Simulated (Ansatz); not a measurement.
# CH₄OSi: taking an electron away

An exercise on one series of results from a longer session: the logs are not shown, and one member is left open.

Computed with Ansatz 0.2.0, Gaussian basis. Level: unrestricted cation, the program's frozen cores in correlated methods.

Levels to be run: UKS PBE-D4/def2-TZVPP; UKS r2SCAN-D4/def2-TZVPP; UKS PBE0-D4/def2-TZVPP; UKS B3LYP-D4/def2-TZVPP; UKS wB97X-V/def2-TZVPP; UKS wB97M-V/def2-TZVPP; UKS B2PLYP/def2-TZVPP; UHF-CCSD(T)/def2-TZVPP; UHF-MP2/def2-QZVPP; extrapolation to the limit; then −ε(HOMO) from the neutral's earlier runs with LDA (SPW92), PBE-D4, revPBE-D4, BLYP-D4, r2SCAN-D4, B97M-V, PBE0-D4, B3LYP-D4, r2SCANh-D4, r2SCAN0-D4, HSE06-D4, BHLYP-D4, CAM-B3LYP-D4, LC-ωPBE, ωB97X-V, ωB97M-V.

## The geometry

The geometry comes from an earlier relaxation with PBE0-D4 in a triple-zeta def2 set; it is a stationary point, not always the lowest conformer.

SMILES `O=C[SiH3]`, 7 atoms, charge 0, spin multiplicity 1.

Atoms are counted from 1 here; the program's logs count them from 0.

Bond lengths: O1–C2 1.204 Å, C2–Si3 1.931 Å, C2–H4 1.116 Å, Si3–H5 1.484 Å, Si3–H6 1.484 Å, Si3–H7 1.486 Å. Angles: O1–C2–Si3 120.5°, O1–C2–H4 119.5°, Si3–C2–H4 120.0°, C2–Si3–H5 107.9°, C2–Si3–H6 107.9°, C2–Si3–H7 110.3°, H5–Si3–H6 110.2°, H5–Si3–H7 110.3°, H6–Si3–H7 110.2°.

The first run:

in.yaml

```yaml
crystal:
  periodic: [false, false, false]
  atoms:
    - {symbol: O, position_ang: [-1.778980, -0.923995, -0.293403]}
    - {symbol: C, position_ang: [-0.613426, -0.965497, 0.006322]}
    - {symbol: Si, position_ang: [0.461347, 0.639247, -0.007798]}
    - {symbol: H, position_ang: [-0.154996, -1.941551, 0.294015]}
    - {symbol: H, position_ang: [0.433645, 1.194068, -1.383564]}
    - {symbol: H, position_ang: [-0.144525, 1.601628, 0.945178]}
    - {symbol: H, position_ang: [1.858135, 0.328100, 0.393651]}
basis:
  gaussian: {orbitals: def2-TZVPP}
total_charge: 1
magnetization: {spin_polarized: true, initial_magnetization: 1}
hamiltonian: {xc: pbe, dispersion: d4}
```

Launch:

```console
ansatz run in.yaml --threads 2 --pin off --events-out ev --progress --plain --max-ram 4352MiB
```

Among the steps run: Cation, UKS PBE-D4/def2-TZVPP; Cation, UKS r2SCAN-D4/def2-TZVPP; Cation, UKS PBE0-D4/def2-TZVPP; Cation, UKS B3LYP-D4/def2-TZVPP; Cation, UKS wB97X-V/def2-TZVPP; Cation, UKS wB97M-V/def2-TZVPP; Cation, UKS B2PLYP (frozen core)/def2-TZVPP; Cation, UHF-CCSD(T)/def2-TZVPP; Cation, UHF-MP2/def2-QZVPP.

One of the session's tables, all rows but one given; the rest of the session is left out.

For comparison, −ε(HOMO) of the neutral from earlier runs:

```
  functional  −ε(HOMO) (eV)
 LDA (SPW92)           5.83
      PBE-D4           5.72
   revPBE-D4           5.67
     BLYP-D4              ?
   r2SCAN-D4           5.98
      B97M-V           6.18
     PBE0-D4           7.18
    B3LYP-D4           6.97
  r2SCANh-D4           6.53
  r2SCAN0-D4           7.37
    HSE06-D4           6.77
    BHLYP-D4           8.61
CAM-B3LYP-D4           8.59
     LC-ωPBE           9.85
     ωB97X-V           9.55
     ωB97M-V           9.47
```

**Question.** Estimate the row for BLYP-D4.

Worked estimate for «−ε(HOMO) (eV)». Against the share of exact exchange, B3LYP-D4 (0.2, 6.97), BHLYP-D4 (0.5, 8.61) give a slope of 5.47 per unit share; at 0 the line stands at 5.88.

The run gave: −ε(HOMO) (eV): 5.64. In «−ε(HOMO) (eV)» the line misses by +0.24.

Caveats from the session: The cation may have settled in a state other than its lowest; no search over hole states beyond the program's own was made.
